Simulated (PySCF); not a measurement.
# Gas-phase XPS of ammonium, computed

Species: ammonium, NH4 (charge +1).
Structure used (PBE0-D3(BJ)/def2-SVP), in Å, numbered top down from 1:
```
atom  x, y, z in Å
N1     0.0034    0.0011   -0.0069
H2    -0.6689   -0.2621   -0.7410
H3     0.1220    1.0239   -0.0009
H4    -0.3498   -0.3088    0.9092
H5     0.9105   -0.4484   -0.1949
```

Level of theory: delta-SCF UKS SCAN, pcX-2 on the ionised atom, pcseg-1 elsewhere, spin-free X2C (PySCF). Each binding energy is the total energy of the core-ionised species, with the hole localised on one atom, minus that of the ground state; both are solved self-consistently, so orbital relaxation is included.

Q: List the computed XPS lines with their assignment.

A: 
```
atom(s)  bonded to  level  binding energy (eV)  count
     N1        4 H   N 1s               416.99      1
```

Q: Which photon energy gives electrons from N 1s of N1 a kinetic energy of 200 eV, and what is their de Broglie wavelength?

A: hν = 416.99 + 200 = 616.99 eV, recoil neglected; λ = 12.264 Å/√(E/eV) = 0.87 Å.

The species carries charge +1, so core ionisation leaves charge +2. Geometry: PBE0-D3(BJ)/def2-SVP; no solvent, vibrations or thermal averaging.
